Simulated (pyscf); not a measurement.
`[FH]` + `[F][GeH]` [singlet] + `[FH]` → `[F][GeH2][F]` + `[FH]` (multi-bond step; singlet surface; F–H, F–H broken, F–Ge, Ge–H, F–H formed). Optimised with ωB97X-D3(BJ)/def2-SVP in PySCF. Correlated levels are frozen-core, on RHF or UHF. ΔMP2 is the change of the MP2 total energy from the triple- to the quadruple-zeta basis. Energies in kJ/mol from the separated reactants.

```csv
level,barrier,reaction energy
ωB97X-D3(BJ)/def2-TZVP,-35.5,-197.7
B3LYP-D3(BJ)/def2-TZVP,?,-173.3
M06-2X/def2-TZVP,-36.6,-204.6
ωB97M-D3(BJ)/def2-TZVP,-23.4,-176.3
MP2/def2-QZVPP,-23.2,-195.3
CCSD/def2-TZVPP,0.1,-190.4
CCSD(T)/def2-TZVPP + ΔMP2(QZVPP),?,?
```

Question: Fill in the missing entries.

Answer: 
- B3LYP-D3(BJ)/def2-TZVP, barrier: -34.6
- CCSD(T)/def2-TZVPP + ΔMP2(QZVPP), barrier: -9.5
- CCSD(T)/def2-TZVPP + ΔMP2(QZVPP), reaction energy: -183.8

On the reactant side the descent ends in an adduct with a F–Ge contact, 69.5 kJ/mol under the separated species and 34.0 kJ/mol under the saddle at ωB97X-D3(BJ)/def2-TZVP. On the product side the descent ends in a complex (not fully relaxed), 27.2 kJ/mol under the separated species and 189.4 kJ/mol under the saddle at ωB97X-D3(BJ)/def2-TZVP. At ωB97X-D3(BJ)/def2-TZVP, B3LYP-D3(BJ), M06-2X, ωB97M-D3(BJ)/def2-TZVP, MP2, CCSD(T) the saddle lies under the separated reactants, which points to a path from their complex (located at ωB97X-D3(BJ) alone). What is counted as formed (F–Ge) is already present as a longer contact in the reactant adduct; forming that adduct is a step of its own. This is the saddle that the search found; another between the same sides may lie lower. The CCSD(T) − MP2 part came from Ansatz, without density fitting, on the same reference. The frozen core leaves the outer d or s,p core shells of the metals and heavy elements correlated in the MP2 and CC values, and def2-TZVPP describes them poorly, which can shift differences by a few kcal/mol. Elements up to Kr have no core potential and no relativistic terms here.
